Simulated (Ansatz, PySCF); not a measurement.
Species: propyl chloride, C₃H₇Cl (charge 0, singlet). SMILES: CCCCl
Geometry from a B3LYP-D3(BJ)/def2-TZVP (Ansatz, an electronic-structure program) optimisation:
```
C
H 1 1.0920
H 1 1.0920 2 106.81
C 1 1.5158 2 109.09 3 117.79
H 4 1.0883 1 111.73 2 -177.01
H 4 1.0883 5 108.92 1 123.92
C 1 1.5283 2 110.25 3 -119.79
H 7 1.0907 1 110.74 2 58.84
H 7 1.0923 8 107.73 1 -121.98
H 7 1.0923 8 107.73 9 -116.03
Cl 4 1.8082 5 106.18 6 113.97
```
Charge 0, spin multiplicity 1.


Quantity: enthalpy of formation at 298 K (from the atomisation energy, B3LYP-D3(BJ)/def2-TZVP harmonic zero-point and thermal terms from PySCF, and the atoms' enthalpies of formation in the G2/97 table; no spin-orbit terms, and no core term in the frozen-core levels), in kcal/mol. Valence correlation only, unless marked. Open shells are spin-unrestricted. Spin-orbit coupling is left out. Non-relativistic. The coupled-cluster limit lacks core correlation, which all-electron functionals hold. CBS(X,Y): correlation extrapolated as X^-3; Hartree-Fock from the larger set. [CCSD(T)-MP2]/basis is that difference in the basis named.

Measured: -31.5 kcal/mol (G2/97 table in ASE (Curtiss et al.)); it holds spin-orbit and relativistic effects, and any other conformers, which these rows lack, and core correlation, which the frozen-core levels lack. This is an older compilation, not checked against later work.

```tsv
level	program	enthalpy of formation at 298 K (kcal/mol)	error against measurement
HF-D3(BJ)/def2-TZVPD	PySCF + dftd3	171.9	203.4
B97M-V/def2-TZVPD	Ansatz	-31.7	-0.2
HSE06-D3(BJ)/def2-TZVPD	Ansatz + dftd3	-37.6	-6.1
CAM-B3LYP/def2-TZVPD	Ansatz	-29.7	1.8
wB97M-V/def2-TZVPD	Ansatz	-32.8	-1.3
CCSD(T)/aug-cc-pV(D+d)Z	Ansatz	26.5	58.0
RI-MP2/CBS(cc-pV(T+d)Z,cc-pV(Q+d)Z)+[CCSD(T)-MP2]/cc-pV(T+d)Z	Ansatz	-32.0	-0.5
```
